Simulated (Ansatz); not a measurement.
**BNH6 (SMILES [H]B([H])([H])<-N): CCSD/STO-3G**

Aim: the vertical singlet–triplet gap of BNH6 at CCSD/STO-3G, from 2 runs. 

The results are computed with Ansatz 0.2.0.

57 further runs of the same task are left out: 57 set aside as unsound or not needed.

**1. The structure to begin with**

BNH6: 8 atoms, total charge 0, spin state singlet. As SMILES, `[H]B([H])([H])<-N`. The coordinates come from a GFN2-xTB relaxation.

Bond lengths: B1–N2 1.659 Å, N2–H3 1.013 Å, N2–H4 1.013 Å, N2–H5 1.013 Å, B1–H6 1.191 Å, B1–H7 1.191 Å, B1–H8 1.190 Å. Some angles: B1–N2–H3 108.6°, B1–N2–H4 108.6°, B1–N2–H5 108.6°, N2–B1–H6 105.5°, N2–B1–H7 105.6°, N2–B1–H8 105.6°, H3–N2–H4 110.3°, H3–N2–H5 110.4°, H4–N2–H5 110.3°, H6–B1–H7 113.1°.

**2. A single-point energy at CCSD/STO-3G**

Contents of input.yaml:

```yaml
crystal:
  periodic: [false, false, false]
  atoms:
    - {symbol: B, position_ang: [-0.002200, 0.002970, -0.830690]}
    - {symbol: N, position_ang: [0.002130, -0.003040, 0.827960]}
    - {symbol: H, position_ang: [-0.956060, 0.034440, 1.153510]}
    - {symbol: H, position_ang: [0.515830, 0.807160, 1.152720]}
    - {symbol: H, position_ang: [0.449590, -0.854150, 1.146140]}
    - {symbol: H, position_ang: [1.143350, -0.032090, -1.152840]}
    - {symbol: H, position_ang: [-0.545010, 1.015160, -1.144860]}
    - {symbol: H, position_ang: [-0.607620, -0.970450, -1.151930]}
basis:
  gaussian: {orbitals: STO-3G}
correlation: {method: ccsd, frozen_orbitals: {B: 1, H: 0, "N": 1}}
accuracy: high
scf: {omitted_lower_state_checks: [cluster_reference, increment]}
```

On the command line:

```
$ ansatz run input.yaml --threads 1 --pin off --max-ram 2610MiB --events-out events.jsonl --progress --plain --runs-dir runs
```

Standard output (excerpt; [...] marks lines left out):

```text
Warning: RAYON_NUM_THREADS=1 ignored (pool sized by the plan → 1); use --threads N
Functional definition: HF
  name "HF"
[...]
276 factors; integrals over basis functions are off by at most 1.2e-8 eV
[...]
mean field -2220.33026073 eV, -81.5956320878 hartree, gradient 1.9e-8 eV, S^2 0.000000; 0 other end points of the search recorded, 0 dependent functions left out
2 core orbitals not correlated: weight in the atoms' cores, before any rotation towards them, 1.000 or more for the frozen orbitals, at most 0.000 for the correlated occupied ones
reference -2220.33026073 eV, -81.5956320878 hartree; 7, 7 occupied and 7, 7 virtual orbitals, 276 factors
second order -2.67157284 eV of doubles, -0.00000000 eV of singles
cycle   1  -3.27809679 eV  change   -6.1e-1 eV  update   5.5e-2
[...]
cycle  17  -3.58172543 eV  change   3.3e-10 eV  update  1.3e-10
Total energy: -2223.91198616 eV, -81.7272580698 hartree
Checks for a lower state left out: cluster_reference, increment
```

It took 0.14 s on 1 thread of Arm Neoverse V1, shared host.

**3. The triplet at the same level**

Contents of job.yaml:

```yaml
crystal:
  periodic: [false, false, false]
  atoms:
    - {symbol: B, position_ang: [-0.002200, 0.002970, -0.830690]}
    - {symbol: "N", position_ang: [0.002130, -0.003040, 0.827960]}
    - {symbol: H, position_ang: [-0.956060, 0.034440, 1.153510]}
    - {symbol: H, position_ang: [0.515830, 0.807160, 1.152720]}
    - {symbol: H, position_ang: [0.449590, -0.854150, 1.146140]}
    - {symbol: H, position_ang: [1.143350, -0.032090, -1.152840]}
    - {symbol: H, position_ang: [-0.545010, 1.015160, -1.144860]}
    - {symbol: H, position_ang: [-0.607620, -0.970450, -1.151930]}
basis:
  gaussian: {orbitals: STO-3G}
accuracy: high
correlation: {method: ccsd, frozen_orbitals: {B: 1, H: 0, "N": 1}}
scf: {omitted_lower_state_checks: [cluster_reference, increment]}
magnetization: {spin_polarized: true, initial_magnetization: 2}
```

On the command line:

```
$ ansatz run job.yaml --threads 1 --pin off --max-ram 2610MiB --events-out events.jsonl --progress --plain --runs-dir runs
```

Standard output (excerpt; [...] marks lines left out):

```text
Warning: RAYON_NUM_THREADS=1 ignored (pool sized by the plan → 1); use --threads N
Functional definition: HF
  name "HF"
[...]
276 factors; integrals over basis functions are off by at most 1.2e-8 eV
[...]
mean field -2206.33033193 eV, -81.0811441939 hartree, gradient 1.9e-8 eV, S^2 2.006473; 5 other end points of the search recorded, 0 dependent functions left out
2 core orbitals not correlated: weight in the atoms' cores, before any rotation towards them, 1.000 or more for the frozen orbitals, at most 0.000 for the correlated occupied ones
reference -2206.33033193 eV, -81.0811441939 hartree; 8, 6 occupied and 6, 8 virtual orbitals, 276 factors
second order -2.34946626 eV of doubles, -0.00000000 eV of singles
cycle   1  -2.96364879 eV  change   -6.1e-1 eV  update   6.3e-2
[...]
cycle  48  -3.38441262 eV  change   3.5e-10 eV  update  7.2e-10
Total energy: -2209.71474455 eV, -81.2055190639 hartree
Checks for a lower state left out: cluster_reference, increment
```

Wall time 0.38 s (1 thread of Arm Neoverse V1, shared host).

**4. Outcome**

Level: CCSD/STO-3G, 2 core orbitals frozen.

```
                                            quantity         value
                               singlet: total energy  -81.72726 Eh
singlet: correlation energy (2 core orbitals frozen)    -131.6 mEh
                              singlet: T1 diagnostic         0.005
                               triplet: total energy  -81.20552 Eh
triplet: correlation energy (2 core orbitals frozen)    -124.4 mEh
          triplet: ⟨S²⟩ of the reference determinant         2.006
                              triplet: T1 diagnostic         0.035
    vertical energy of the triplet above the singlet     14.197 eV
```

At this shape the triplet lies 14.20 eV (327 kcal/mol) above the singlet. In a minimal basis such a difference can be off by several eV, whatever the method.
